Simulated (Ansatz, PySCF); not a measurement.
This Ansatz (a first-principles code) input computes a SVWN5/def2-TZVPD energy:

Ansatz 0.2 input:
```yaml
crystal:
  periodic: [false, false, false]
  atoms:
    - {symbol: C, position_ang: [0.00514113, -0.00331061, 1.49779011]}
    - {symbol: C, position_ang: [0.00056548, 0.02470296, 0.18925168]}
    - {symbol: H, position_ang: [0.01030878, -0.74888768, 2.27760864]}
    - {symbol: C, position_ang: [-0.00643171, 1.31181270, -0.59526904]}
    - {symbol: H, position_ang: [-0.00709440, 2.18033142, 0.06039938]}
    - {symbol: H, position_ang: [0.87060517, 1.36572641, -1.24685854]}
    - {symbol: H, position_ang: [-0.88825279, 1.35983653, -1.24083432]}
    - {symbol: C, position_ang: [0.00198932, -1.24513478, -0.63655897]}
    - {symbol: H, position_ang: [0.00711454, -2.13749620, -0.01263847]}
    - {symbol: H, position_ang: [-0.88090288, -1.27691550, -1.28146295]}
    - {symbol: H, position_ang: [0.88063626, -1.27101664, -1.28749636]}
basis:
  gaussian:
    orbitals: def2-TZVPD
hamiltonian:
  xc: {name: SVWN5}
magnetization: {spin_polarized: true, initial_magnetization: 1}
output: {forces: true}
```

### Question
Write an input for the same energy in PySCF and say what it gives.

### Answer

```python
from pyscf import gto, scf, dft

mol = gto.M(
    atom='''
    C     0.00514113   -0.00331061    1.49779011
    C     0.00056548    0.02470296    0.18925168
    H     0.01030878   -0.74888768    2.27760864
    C    -0.00643171    1.31181270   -0.59526904
    H    -0.00709440    2.18033142    0.06039938
    H     0.87060517    1.36572641   -1.24685854
    H    -0.88825279    1.35983653   -1.24083432
    C     0.00198932   -1.24513478   -0.63655897
    H     0.00711454   -2.13749620   -0.01263847
    H    -0.88090288   -1.27691550   -1.28146295
    H     0.88063626   -1.27101664   -1.28749636
    ''',
    basis='def2-tzvpd',
    charge=0,
    spin=1,
    verbose=4,
)

mf = dft.UKS(mol, xc='svwn').density_fit(auxbasis='def2-universal-jkfit')
mf.grids.level = 3
mf.conv_tol = 1e-9
mf.max_cycle = 100
mf.max_memory = 1500
mf.kernel()
if not mf.converged:
    mf = mf.newton()
    mf.kernel(mf.make_rdm1())
for _ in range(2):
    mo, _, stable, _ = mf.stability(return_status=True)
    if stable:
        break
    mf.kernel(mf.make_rdm1(mo, mf.mo_occ))
mf.analyze()
```
It gives -155.09963 Eh, and Ansatz -155.09953 Eh, a difference of 0.10 mEh, from the treatment of integrals and grids.

It need not be the lowest isomer of its formula.
